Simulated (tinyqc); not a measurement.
Inside a calculation. Method: CID on RHF in the sto-3g basis, frozen core, for LiH, spin multiplicity 1. One step of it, computed by the program tinyqc.

Task: CID: determinants and Hamiltonian. Slater-Condon rules over spin orbitals, with the nuclear repulsion and the energy of the frozen orbital added and E(HF) subtracted on the diagonal. Only determinants linked to the reference directly or through others are kept (one block of an abelian symmetry group), so some states are absent.

one-electron integrals dressed by the frozen orbital, h + 2 (pq|11) - (p1|1q) (hartree):
```
,2,3,4,5,6
2,-0.803774,0.045237,0.000000,0.000000,-0.138757
3,0.045237,-0.369741,0.000000,0.000000,0.068803
4,0.000000,0.000000,-0.373432,0.000000,0.000000
5,0.000000,0.000000,0.000000,-0.373432,0.000000
6,-0.138757,0.068803,0.000000,0.000000,-0.199187
```

energy of the frozen orbital, 2 h_11 + (11|11) = -7.89569833 hartree

Two-electron integrals over orbitals (pq|rs), unique and non-zero (hartree); the lowest 1 orbital is frozen and left out:
```
p,q,r,s,(pq|rs)
2,2,2,2,0.501932
3,2,2,2,-0.045237
3,2,3,2,0.011297
3,3,2,2,0.230284
3,3,3,2,0.004704
3,3,3,3,0.339532
4,2,4,2,0.024632
4,3,4,2,0.019183
4,3,4,3,0.041406
4,4,2,2,0.280641
4,4,3,2,0.003716
4,4,3,3,0.282415
4,4,4,4,0.312946
5,2,5,2,0.024632
5,3,5,2,0.019183
5,3,5,3,0.041406
5,4,5,4,0.016869
5,5,2,2,0.280641
5,5,3,2,0.003716
5,5,3,3,0.282415
5,5,4,4,0.279207
5,5,5,5,0.312946
6,2,2,2,0.138757
6,2,3,2,-0.032456
6,2,3,3,-0.005490
6,2,4,4,-0.004421
6,2,5,5,-0.004421
6,2,6,2,0.122207
6,3,2,2,-0.050629
6,3,3,2,0.007518
6,3,3,3,0.036159
6,3,4,4,0.000617
6,3,5,5,0.000617
6,3,6,2,-0.030343
6,3,6,3,0.026316
6,4,4,2,-0.019280
6,4,4,3,-0.013902
6,4,6,4,0.019004
6,5,5,2,-0.019280
6,5,5,3,-0.013902
6,5,6,5,0.019004
6,6,2,2,0.460040
6,6,3,2,-0.040852
6,6,3,3,0.242487
6,6,4,4,0.270187
6,6,5,5,0.270187
6,6,6,2,0.146531
6,6,6,3,-0.042909
6,6,6,6,0.456876
```

nuclear repulsion = 1.14128802 hartree

Hartree-Fock energy = -7.86002731 hartree

Give: determinants; H - E(HF) between determinants.

Result:

Occupation strings over the orbitals (2 doubly, a alpha, b beta, 0 empty; spin orbitals ordered 1a 1b 2a 2b ...): 220000 202000 20a00b 200200 200020 20b00a 200002

H - E(HF) between determinants (hartree):
```
,220000,202000,20a00b,200200,200020,20b00a,200002
220000,0.0000,0.0113,-0.0325,0.0246,0.0246,0.0325,0.1222
202000,0.0113,0.7057,0.1050,0.0414,0.0414,-0.1050,0.0263
20a00b,-0.0325,0.1050,0.7792,-0.0139,-0.0139,-0.0263,0.0259
200200,0.0246,0.0414,-0.0139,0.6717,0.0169,0.0139,0.0190
200020,0.0246,0.0414,-0.0139,0.0169,0.6717,0.0139,0.0190
20b00a,0.0325,-0.1050,-0.0263,0.0139,0.0139,0.7792,-0.0259
200002,0.1222,0.0263,0.0259,0.0190,0.0190,-0.0259,1.1641
```
